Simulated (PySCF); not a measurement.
C₃H₇O (SMILES [CH2]OCC), doublet, geometry from GFN2-xTB; MP2/3-21G in PySCF.

The PySCF input:
```python
from pyscf import gto, scf, mp

mol = gto.M(
    atom='''
O     0.144342   -0.718650    0.067047
C    -0.007353    0.665673   -0.151109
C     1.413592   -1.200723   -0.007712
C    -1.467308    1.034826    0.057513
H     0.635332    1.225003    0.545541
H     0.307875    0.915086   -1.175526
H     2.243028   -0.524085    0.103346
H     1.497669   -2.231607    0.271952
H    -2.092367    0.476691   -0.634090
H    -1.771387    0.790990    1.071910
H    -1.608478    2.098472   -0.111658
''',
    basis='3-21g',
    charge=0,
    spin=1,
    verbose=5,
)

mf = scf.UHF(mol)
mf.kernel()

pt = mp.MP2(mf)
pt.kernel()
print('E(MP2) = %.10f' % pt.e_tot)
```

Q: Write the output that PySCF gives for this input, abridged.

A: 
```
PySCF version 2.14.0

[INPUT] verbose = 5
[INPUT] max_memory = 4000
[INPUT] num. atoms = 11
[INPUT] num. electrons = 33
[INPUT] charge = 0
[INPUT] spin (= nelec alpha-beta = 2S) = 1
[INPUT] symmetry False subgroup None
[INPUT] Mole.unit = angstrom
[INPUT] Symbol           X                Y                Z      unit          X                Y                Z       unit  Magmom
[...]
[INPUT] ---------------- BASIS SET ----------------
[INPUT] l, kappa, [nprim/nctr], expnt,             c_1 c_2 ...
[INPUT] C
[...]
                                25.9109           0.358794
                                5.53335           0.700713
[...]
                                0.770545          1.21584
[...]
                                0.770545          0.860619
[...]
[INPUT] O
[...]
                                48.4308           0.3515
                                10.4206           0.707658
[...]
                                1.5762            1.22156
[...]
                                1.5762            0.853955
[...]
[INPUT] H
[...]
                                0.824547          0.904691
[...]
nuclear repulsion = 126.235896836616
number of shells = 34
number of NR pGTOs = 81
number of NR cGTOs = 50
basis = 3-21g
ecp = {}

******** <class 'pyscf.scf.uhf.UHF'> ********
method = UHF
initial guess = minao
damping factor = 0
level_shift factor = 0
DIIS = <class 'pyscf.scf.diis.CDIIS'>
diis_start_cycle = 1
diis_space = 8
diis_damp = 0
SCF conv_tol = 1e-09
SCF conv_tol_grad = None
SCF max_cycles = 50
direct_scf = True
direct_scf_tol = 1e-13
number electrons alpha = 17  beta = 16
Set gradient conv threshold to 3.16228e-05
E1 = -507.41116883541247  E2 = 189.31282862859877  Ecoul = 215.56276667698177  Exc = -26.249938048383
init E= -191.862443370198
cond(S) = 282.07852142656765

  alpha mo_energy =
[-20.6533418  -11.25254572 -11.24311968 -11.23194374  -1.77425148
  -1.36600646  -1.05732828  -0.92699585  -0.65352269  -0.63463534
  -0.61186783  -0.48055254  -0.46234348  -0.40858842  -0.37887925
  -0.34522752  -0.05762125   0.19629933   0.21451768   0.22778707
   0.2635695    0.2702323    0.29946783   0.31785109   0.32588817
   0.36666507   0.39452406   0.87771882   0.8924207    0.89704012
   0.94130879   0.94952013   0.9750779    0.979509     1.08690852
   1.10403501   1.15961237   1.26405448   1.28268684   1.28923581
   1.29802629   1.32368265   1.39918043   1.59548859   1.8347436
   1.85499507   1.97958346   2.21402144   2.3106664    3.36472361]
[...]
   1.1645436    1.23460317   1.32213733   1.35647865   1.36306413
   1.3725167    1.40814278   1.45379755   1.68967634   1.92899557
   2.00093093   2.10590828   2.2885198    2.44320341   3.50089161]
multiplicity <S^2> = 0.75970054  2S+1 = 2.0096771
E1 = -509.60161585439295  E2 = 191.9557545892836  Ecoul = 218.15460224724347  Exc = -26.198847657959874
cycle= 12 E= -191.409964428493  delta_E= -3.22e-10  |g|= 6.54e-06  |ddm|= 3.59e-05
  alpha mo_energy =
[-20.46960853 -11.22675906 -11.21224021 -11.1580606   -1.40405131
  -1.03633148  -0.91150647  -0.8346029   -0.67720502  -0.66289412
  -0.64810331  -0.56224059  -0.5412663   -0.51935847  -0.48111592
  -0.46934767  -0.32184858   0.27457285   0.29418354   0.3220024
   0.32757929   0.34734129   0.36659141   0.37842498   0.38726099
   0.43952408   0.5047925    0.90981813   0.9277857    0.93844342
   0.94820614   1.0004736    1.03160522   1.05364579   1.13921443
   1.15062779   1.23217708   1.3192724    1.34735419   1.36277382
   1.37135368   1.40792828   1.44662544   1.65479153   1.92275517
   1.96641978   2.10235149   2.28680818   2.43858734   3.49080054]
  beta  mo_energy =
[-20.46312463 -11.22717609 -11.18794678 -11.15811118  -1.38348426
  -1.0290222   -0.86892899  -0.80914419  -0.6587658   -0.64861698
  -0.63397695  -0.54051053  -0.52934097  -0.51380292  -0.46635299
  -0.43526069   0.18312912   0.27726852   0.30643326   0.33229234
   0.3341071    0.35043822   0.37643399   0.38435917   0.40005922
   0.44363936   0.52359049   0.91976194   0.93618956   0.95608399
   1.00788292   1.03052633   1.04529404   1.06144323   1.15134689
   1.16454326   1.23460281   1.32213744   1.35647824   1.36306241
   1.3725152    1.40814199   1.45379757   1.68967592   1.92899454
   2.00093033   2.10590799   2.28851907   2.44320295   3.50089125]
multiplicity <S^2> = 0.75970034  2S+1 = 2.0096769
E1 = -509.6016274578286  E2 = 191.95576619266637  Ecoul = 218.15461537247702  Exc = -26.19884917981065
Extra cycle  E= -191.409964428546  delta_E= -5.29e-11  |g|= 4.14e-06  |ddm|= 1.15e-05
converged SCF energy = -191.409964428546  <S^2> = 0.75970034  2S+1 = 2.0096769

******** <class 'pyscf.mp.ump2.UMP2'> ********
nocc = (np.int64(17), np.int64(16)), nmo = (50, 50)
transform (ia|jb) incore
E(UMP2) = -191.787821878914  E_corr = -0.377857450368123
E(SCS-UMP2) = -191.790559813854  E_corr = -0.380595385307848
E_corr(same-spin) = -0.0840387174621912
E_corr(oppo-spin) = -0.293818732905931
E(MP2) = -191.7878218789
```
